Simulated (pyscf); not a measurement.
Routes from F–GeH(F)–F (SMILES [F][GeH]([F])[F]) + H₂O (SMILES O)

Candidate steps break at most two bonds and form at most two. Each was searched with GFN2-xTB (tblite) first. Single points on ωB97X-D3(BJ)/def2-SVP structures (PySCF, gas phase). Energies: ωB97M-D3(BJ)/def2-TZVP, kcal/mol, from the separated reactants, singlet surface; ΔG‡ with ideal gas, 1 atm, RRHO with modes under 100 cm⁻¹ raised to 100, one conformer, R ln 2 for chiral ones without a mode under 150 cm⁻¹.

```
products                            type   ΔE‡    ΔE  ΔG‡ 298 K  ΔG‡ 900 K  ν‡ (cm⁻¹)
------------------  --------------------  ----  ----  ---------  ---------  ---------
HF + HO–GeH(F)–F    four-centre exchange  13.1  +5.0       22.6       44.0       702i
HO–Ge(F)(F)–F + H₂  four-centre exchange  38.4  -2.9       46.4       66.7      1503i
```

Row 1: On the reactant side the descent ends in a complex, 4.4 kcal/mol under the separated species and 17.2 kcal/mol under the saddle at ωB97X-D3(BJ)/def2-TZVP. On the product side the descent ends in a complex, 6.5 kcal/mol under the separated species and 14.7 kcal/mol under the saddle at ωB97X-D3(BJ)/def2-TZVP. Row 2: On the reactant side the descent ends in a bound adduct (not fully relaxed), 9.2 kcal/mol under the separated species and 47.2 kcal/mol under the saddle at ωB97X-D3(BJ)/def2-TZVP. 

Plain bond fissions and candidates not yet searched are not listed, and one of them may be faster. Each barrier is that of the saddle found; lower ones may exist. Elements up to Kr have no core potential and no relativistic terms here.
